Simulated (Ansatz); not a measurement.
Species, as SMILES: Cl (HCl).
Geometry (B3LYP-D3(BJ)/def2-TZVP, fixed):
```
Cl
H 1 1.2820
```

Basis-set convergence of the dipole moment at PBE0 with Ansatz (a program for electronic structure). Dipoles come from the density behind the forces; the sign is taken along the dipole that this method gives in the largest set. Cartesian d functions, on some or all atoms, in 6-31G*, 6-31G**, 6-311G**; all else is spherical. The program fits the integrals of some runs and decomposes those of others, by size. No added dispersion term, no relativity. Reference: the value in aug-cc-pV(5+d)Z, 1.120 D. Deviations are taken from unrounded values.

| basis | functions | dipole moment (D) | minus reference (D) |
|---|---|---|---|
| STO-3G | 10 | 1.726 | 0.606 |
| 3-21G | 15 | 1.829 | 0.709 |
| 6-31G | 15 | 1.841 | 0.722 |
| 6-31G* | 21 | 1.516 | 0.396 |
| 6-31G** | 24 | 1.481 | 0.362 |
| 6-311G** | 33 | 1.452 | 0.332 |
| aug-pcseg-1 | 36 | 1.184 | 0.064 |
| aug-cc-pV(D+d)Z | 41 | 1.147 | 0.028 |
| jun-cc-pV(T+d)Z | 62 | 1.135 | 0.015 |
| aug-pcseg-2 | 73 | 1.130 | 0.011 |
| aug-cc-pV(T+d)Z | 78 | 1.125 | 0.006 |
| aug-cc-pV(Q+d)Z | 135 | 1.121 | 0.001 |
| aug-pcseg-3 | 138 | 1.119 | 0.000 |
| aug-cc-pV(5+d)Z | 216 | 1.120 | 0.000 |

The smallest set listed that lies within 0.02 D of the reference with all its larger relatives (same family, alike in diffuse functions; a set with none counts only in the reference's own line) is jun-cc-pV(T+d)Z (62 functions, 0.015 D off).
